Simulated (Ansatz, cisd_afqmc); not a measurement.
System: CH3O, charge 0, doublet. CH3O (SMILES [CH2]O, doublet).
B3LYP-D3(BJ)/def2-TZVP minimum from Ansatz (a program for electronic structure):
```
C
O 1 1.3645
H 2 0.9632 1 109.87
H 1 1.0785 2 113.74 3 175.53
H 1 1.0823 4 121.49 2 153.15
```
Charge 0, spin multiplicity 2.

Total energies in aug-cc-pVDZ, 13 correlated electrons, 2 frozen orbitals. Open shells are spin-unrestricted; no spin-orbit coupling. Cores are frozen in correlated methods. No relativity. AFQMC/CISD: phaseless, guided by CISD from CCSD amplitudes; bars are statistical, one sigma. Outlying blocks are dropped, and bars are widened where a walk drifts. Over all cases where full CI ran beside it in this data, AFQMC minus full CI had a median of +0.1 mEh and passed +0.4 mEh in a tenth of the cases.

```json
[
 {"method": "HF", "program": "Ansatz", "energy (Eh)": "-114.43575", "minus CCSDT(Q) (mEh)": "362.18"},
 {"method": "MP2", "program": "Ansatz", "energy (Eh)": "-114.76428", "minus CCSDT(Q) (mEh)": "33.65"},
 {"method": "CCSD", "program": "Ansatz", "energy (Eh)": "-114.78673", "minus CCSDT(Q) (mEh)": "11.21"},
 {"method": "CCSD(T)", "program": "Ansatz", "energy (Eh)": "-114.79658", "minus CCSDT(Q) (mEh)": "1.35"},
 {"method": "CCSDT(Q)", "program": "Ansatz", "energy (Eh)": "-114.79793", "minus CCSDT(Q) (mEh)": "0.00"},
 {"method": "AFQMC/CISD", "program": "cisd_afqmc", "energy (Eh)": "-114.7986 ± 0.0004", "minus CCSDT(Q) (mEh)": "-0.7 ± 0.4"}
]
```

Rough core times of Ansatz's runs on a shared machine: CCSD(T) under 20 s, CCSDT(Q) 10 min.
